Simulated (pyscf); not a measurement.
F–SiH₃ + hydrogen fluoride (HF) -> F–SiH₂–F + hydrogen (H₂) (four-centre exchange; singlet surface; H–Si, F–H broken, F–Si, H–H formed). Structures and frequencies: ωB97X-D3(BJ)/def2-SVP in PySCF. Energies in kJ/mol from the separated reactants.

```json
[
 {"level": "PBE/def2-TZVP", "barrier": "95.2", "reaction energy": "-130.6"},
 {"level": "r²SCAN/def2-TZVP", "barrier": "[?]", "reaction energy": "-142.6"},
 {"level": "B3LYP-D3(BJ)/def2-TZVP", "barrier": "120.2", "reaction energy": "-136.6"},
 {"level": "PBE0-D3(BJ)/def2-TZVP", "barrier": "111.5", "reaction energy": "-127.3"},
 {"level": "M06-2X/def2-TZVP", "barrier": "[?]", "reaction energy": "[?]"},
 {"level": "ωB97M-D3(BJ)/def2-TZVP", "barrier": "118.2", "reaction energy": "-134.8"}
]
```

Problem. Fill in the missing entries.

Solution. 
- r²SCAN/def2-TZVP, barrier: 101.6
- M06-2X/def2-TZVP, barrier: 125.7
- M06-2X/def2-TZVP, reaction energy: -143.8

The functionals in the table span 30.4 kJ/mol in this barrier, from PBE to M06-2X. On the reactant side the descent ends in a complex (not fully relaxed), 17.8 kJ/mol under the separated species and 139.4 kJ/mol under the saddle at ωB97X-D3(BJ)/def2-TZVP. This is the saddle that the search found; another between the same sides may lie lower.
